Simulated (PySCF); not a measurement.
```xyz
4
charge 0 multiplicity 1, angstrom
S     0.0000    0.0000   -0.9308
S     0.0000    0.0000    1.0407
H     1.0636    0.0000   -1.7430
H    -1.0636    0.0000   -1.7430
```

All numbers come from PBE0 in PySCF with S def2-TZVP, H def2-TZVP; no relativity; density-fitted integrals.

This geometry of H₂SS is a stationary point at this level.

Task: What is the point group?

Result: C2v.

Task: Is it a minimum?

Result: No: it has 1 imaginary mode, at 981i cm⁻¹ (b1).

Task: What are the dipole moment and the gap between the highest occupied and lowest empty levels?

Result: 4.02 D and 3.96 eV.

Task: Give the atomic charges and bond orders.

Result: 
```csv
atom,Mulliken,Löwdin,polar tensor,Mayer order to S1
S1,-0.06,0.22,0.21,–
S2,-0.35,-0.32,-0.31,1.39
"H3,4",0.20,0.05,0.05,0.83
```

This need not be the most stable arrangement of these atoms. At this level a singlet minimum of Cs symmetry lies 106 kJ/mol below this structure.
